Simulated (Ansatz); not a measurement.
Input file:

```yaml
crystal:
  periodic: [false, false, false]
  atoms:
    - {symbol: B, position_ang: [0.000000, -0.136888, 0.000000]}
    - {symbol: H, position_ang: [0.000000, 0.734119, -0.892554]}
    - {symbol: H, position_ang: [0.000000, 0.734119, 0.892554]}
basis:
  gaussian: {orbitals: cc-pVDZ}
total_charge: -1
magnetization: {spin_polarized: false, initial_magnetization: 1}
correlation: {method: bccd, electrons: valence}
output: {forces: true}
```

```sh
$ ansatz run in.yaml --threads 1 --pin off --events-out ev --progress --plain --max-ram 2393MiB
```

Problem. One thing in this input was set wrong on purpose, beside settings that are merely unusual. What is the gravest fault, and what does the program do?

Solution. Multiplicity of wrong parity. How the run ends: refused.
```
Error: a molecule whose nuclei and cores have a total charge of 7 cannot have a net charge of -1 together with 1 unpaired electrons
```
